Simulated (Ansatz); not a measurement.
# Platinum, fcc: convergence with Gaussian smearing

Computed with Ansatz, LDA, scalar-relativistic PAW, on the relaxed cell (a = 3.895 Å; spin not included). Errors count from a run at 420 eV on a Γ-centred 23×23×23 mesh with Fermi-Dirac smearing of 0.1 eV, extrapolated to zero width. Fixed here: cutoff 420 eV, mesh 14×14×14. The SCF starts from atomic densities corrected by a trained network.

| width (eV) | E(σ→0) error (meV/atom) | F error (meV/atom) | P (GPa) | SCF iterations |
| --- | --- | --- | --- | --- |
| 0.01 | -6.2 | -6.3 | -0.46 | 6 |
| 0.03 | -6.4 | -6.8 | -0.45 | 6 |
| 0.2 | -6.4 | -22.6 | -0.12 | 6 |
| 0.3 | -8.0 | -42.3 | 0.20 | 6 |
| 0.6 | -22.3 | -132.7 | 1.32 | 6 |
| 1.0 | -56.0 | -308.9 | 3.16 | 6 |

Question: What does the run at 0.1 give (width)?

Answer: E(σ→0) error (meV/atom): -6.6; F error (meV/atom): -10.5; P (GPa): -0.38; SCF iterations: 6.
